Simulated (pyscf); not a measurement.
PySCF, gas phase, ωB97X-D3(BJ)/def2-SVP geometries.

Question: For the elementary gas-phase step HO–Cd–OH + hydrogen (H₂) → HO–CdH + water (H₂O) (singlet surface; Cd–O, H–H broken, Cd–H, H–O formed), what barrier and reaction energy does PBE0-D3(BJ)/def2-TZVP give, measured from the separated reactants?

Answer: ΔE‡ = 0.81 eV, ΔE = -0.40 eV. ωB97M-D3(BJ)/def2-TZVP gives 0.88 eV and -0.40 eV. Zero-point energy shifts the barrier by +0.07 eV. It is a four-centre exchange, with an imaginary mode of 1278i cm⁻¹. On the product side the descent ends in an adduct with a Cd–O contact (not fully relaxed), 0.54 eV under the separated species and 1.75 eV under the saddle at ωB97X-D3(BJ)/def2-TZVP. What is counted as broken (Cd–O) persists as a longer contact in the product adduct; parting that adduct is a step of its own. At the saddle there is also a short Cd–H contact that neither side keeps. One saddle was located; it need not be the lowest between these sides. Elements past Kr carry the def2 core potentials, without spin-orbit coupling.
